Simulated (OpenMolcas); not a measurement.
**[SiH3]+ (SMILES [SiH3+]): methods side by side**

[SiH3]+: 4 atoms, total charge +1, spin state singlet. SMILES: `[SiH3+]`. Geometry: relaxed at PBE0-D4/def2-TZVP.

```xyz
4

Si    0.0000    0.0000    0.0000
H     0.6869    0.6754    1.1130
H    -0.1184   -1.4672   -0.0099
H    -0.5685    0.7917   -1.1031
```

Each level gives the energy change with the Si1–H4 bond stretched from 1.472 to 2.944 Å (eV). The values are calculated.

```tsv
level	kind	program	value (eV)	less FCI/6-31G	CPU time (all runs)
HF/6-31G (restricted)	Hartree–Fock	OpenMolcas	4.66	+1.65	3.2 s
r2SCAN/6-31G (restricted)	meta-GGA	OpenMolcas	3.85	+0.84	10 s
PBE0/6-31G (restricted)	global hybrid	OpenMolcas	3.95	+0.94	8 s
MP2/6-31G (restricted)	perturbation theory	OpenMolcas	3.96	+0.95	3.4 s
ACPF/6-31G (restricted)	coupled cluster or CI	OpenMolcas	2.71	-0.30	3.6 s
CCSD(T)/6-31G (restricted)	coupled cluster or CI	OpenMolcas	3.04	+0.03	4.4 s
CISD/6-31G (restricted)	coupled cluster or CI	OpenMolcas	3.32	+0.31	3.5 s
FCI/3-21G	exact in the basis	OpenMolcas	3.01	0.00	7 s
FCI/6-31G	exact in the basis	OpenMolcas	3.01	0.00	7.4 s
```

FCI/6-31G is exact within its basis and frozen core, so for wave-function methods in that basis the difference is their error; functionals converge differently with the basis, so for them it is only a difference. Spin-restricted single references rise too steeply as a bond breaks, Hartree–Fock most of all. Perturbation and coupled-cluster corrections on them can overshoot downwards. The first shape isn't each level's own minimum. The values span 2.71 to 4.66 eV. All rows use very small basis sets, so even the best lies far from the true value. CPU times are rough (shared hosts, several kinds of processor): they show what a rung costs within a factor of a few.
